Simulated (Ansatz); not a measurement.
Frontier orbitals of C4H10O (`COC(C)C`).

```xyz
15

C     0.102    0.803    1.866
O     0.182   -0.342    1.067
C    -0.313   -0.175   -0.248
C     0.605    0.686   -1.099
C    -0.480   -1.562   -0.825
H     0.781    1.599    1.536
H    -0.921    1.207    1.886
H     0.382    0.511    2.879
H    -1.301    0.312   -0.187
H     0.208    0.775   -2.113
H     1.598    0.232   -1.156
H     0.710    1.695   -0.697
H    -0.897   -1.514   -1.833
H     0.489   -2.066   -0.876
H    -1.144   -2.160   -0.199
```

Total charge 0; spin multiplicity 1. The structure was optimised at the PBE0-D4/def2-TZVP level. It is one conformer, not always the lowest. Basis def2-TZVPP, Ansatz.

```csv
functional,HOMO (eV),LUMO (eV),gap (eV)
LDA (SPW92),-5.85,0.29,6.14
PBE,-5.73,0.47,6.20
revPBE,-5.67,0.56,6.23
B97M-V,-6.23,0.61,6.84
PBE0,-7.30,1.28,8.58
B3LYP,-7.08,0.94,8.02
ωB97M-V,-9.72,2.74,12.46
HF,-11.28,3.85,15.13
```

From PBE to PBE0 the HOMO moves by −1.57 eV and the LUMO by +0.81 eV, and with ωB97M-V by −3.99 and +2.27 eV, so the gap grows from 6.20 to 12.45 eV with exact exchange. A positive LUMO is unbound and depends on the basis.

B3LYP here is the variant with VWN-RPA as its local correlation; programs differ in this.
